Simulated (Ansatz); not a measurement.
A Morse fit to a bond in Si–BH2, quartet, and a point to predict

Starting geometry (PBE0/def2-TZVP stationary point for this spin, which needn't be the lowest; state A2):

| atom | x (Å) | y (Å) | z (Å) |
| --- | --- | --- | --- |
| Si | 0.0000 | 0.0000 | 0.6500 |
| B | 0.0000 | 0.0000 | -1.3428 |
| H | 0.0000 | -1.0760 | -1.8539 |
| H | 0.0000 | 1.0760 | -1.8539 |

Atoms B2, H3, H4 move together along the line of the distance Si1-B2, all else staying in place. Energies are in eV from the starting point at each level.

Basis 6-31G; Ansatz 0.2.0. Only valence electrons are correlated (noble-gas cores frozen).

Full CI is exact within this basis and frozen core; it isn't the basis-set limit.

| distance Si1-B2 (Å) | full CI | B3LYP |
| --- | --- | --- |
| 1.573 | 2.669 | 2.444 |
| 1.755 | 0.752 | 0.667 |
| 1.993 | 0.000 | 0.000 |
| 2.197 | 0.065 | 0.075 |
| 2.465 | 0.495 | 0.471 |
| 2.815 | ? | ? |
| 3.153 | 1.542 | 1.469 |
| 3.630 | 1.841 | 1.808 |
| 4.336 | 1.992 | 2.005 |
| 5.335 | 2.052 | 2.085 |
| 6.728 | 2.067 | 2.103 |

A Morse curve E(r) = E0 + De (1 − exp(−a (r − re)))² is laid through the three points about the minimum (1.755, 1.993, 2.197 Å), with E0 + De set to the last point:

```json
{"level": "full CI", "re (Å)": "2.054", "a (1/Å)": "1.591", "E0 (eV)": "-0.022", "De (eV)": "2.089", "k = 2 De a² (eV/Å²)": "10.6"}
{"level": "B3LYP", "re (Å)": "2.047", "a (1/Å)": "1.542", "E0 (eV)": "-0.016", "De (eV)": "2.119", "k = 2 De a² (eV/Å²)": "10.1"}
```

Task: Use the full-CI fit to predict the withheld energy at 2.815 Å.

Result: exp(−1.591 × (2.815 − 2.054)) = 0.2980; E = -0.022 + 2.089 × (1 − 0.2980)² = 1.007 eV. Full CI in 6-31G gives 1.115 eV, so the Morse form is 0.108 eV too low there (5.1 % of De). B3LYP gives 1.043 eV.

Kohn–Sham is unrestricted where that lies lower.

De here is the energy of pulling rigid fragments apart in this basis, without relaxation or zero-point terms. The set has no polarisation functions, so bonds come out too long and too weak, most of all with atoms from Na to Ar.

In so small a basis the reference is far from its limit while semilocal and hybrid functionals are nearer theirs, so the functionals' errors here hold much of the reference's basis and frozen-core error, which can add to them or hide them.
